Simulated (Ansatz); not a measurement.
CH₃AlO, SMILES O=[CH][AlH2]: a ladder of basis sets, run with Ansatz's Python interface.

The script reads `ch3alo.xyz`:
```text
6

O     0.23630   -1.73630    0.99580
C    -0.12880   -1.05990   -0.01020
Al    0.04770    0.90030   -0.04610
H    -0.44260   -1.56050   -0.88370
H    -0.32760    1.72150   -1.35110
H     0.65710    1.67100    1.24920
```

The script, `basis.py`:
```python
# -*- coding: utf-8 -*-
"""How the energy of CH3AlO converges with the basis."""

from dataclasses import dataclass
import warnings

import ansatz as az


@dataclass(frozen=True)
class Options:
    method: str = "MP2"


opts = Options()


def main():
    warnings.simplefilter("ignore", az.DeckWarning)

    geometry = az.Crystal.molecule_from_extxyz("ch3alo.xyz")

    model = geometry.calculation().correlation(opts.method)

    energies = {}
    for basis in ["cc-pVDZ", "cc-pVTZ"]:
        report = model.basis(gaussian=basis).run(threads=1).report
        size = report["n_frozen"] + report["n_occupied"][0] + report["n_virtual"][0]
        energies[basis] = (report["reference_energy_ev"] / 27.211386246, report["free_energy_ev"] / 27.211386246)
        print(f"{basis:14s} {size:4d} orbitals  reference {energies[basis][0]:14.6f} Ha  total {energies[basis][1]:14.6f} Ha")

    # two-point extrapolation: the basis-set error of the correlation energy falls as X^-3
    small, large = (energies[b][1] - energies[b][0] for b in ("cc-pVDZ", "cc-pVTZ"))
    limit = (3 ** 3 * large - 2 ** 3 * small) / (3 ** 3 - 2 ** 3)
    print(f"correlation energy: {small:.6f} and {large:.6f} Ha, extrapolated {limit:.6f} Ha")
    print(f"share caught by the larger set: {100 * large / limit:.1f} %")


if __name__ == "__main__":
    main()
```

How far does the total energy move along this ladder of basis sets?

Against cc-pVDZ: cc-pVTZ -138.8 mHa. The last step alone is -138.78 mHa.

The output:

Running `python basis.py` prints:
```text
cc-pVDZ          61 orbitals  reference    -356.341013 Ha  total    -356.721541 Ha
cc-pVTZ         136 orbitals  reference    -356.388144 Ha  total    -356.860316 Ha
correlation energy: -0.380528 and -0.472172 Ha, extrapolated -0.510759 Ha
share caught by the larger set: 92.4 %
```

Notes:
- The drop along the ladder measures the basis error, and is no property of the molecule.
- The geometry is a force-field or estimated start, not a minimum of this method, and the last set is no limit. Much of the fall in a total is atomic energy, which cancels in bond and reaction energies.
- Inner cores stay frozen, so this is valence correlation.
- For Al to Cl the sets with a tight d function, cc-pV(X+d)Z, are usual.
- An extrapolation from small basis sets is rough.
- Timing: 2.2 s on 1 thread of Arm Neoverse V2, with other jobs on the host, peak memory 0.25 GiB.

(A comment or docstring line of the script was reworded after the run, the code is as it ran; lines on the test bed's own set-up are left out of the output.)
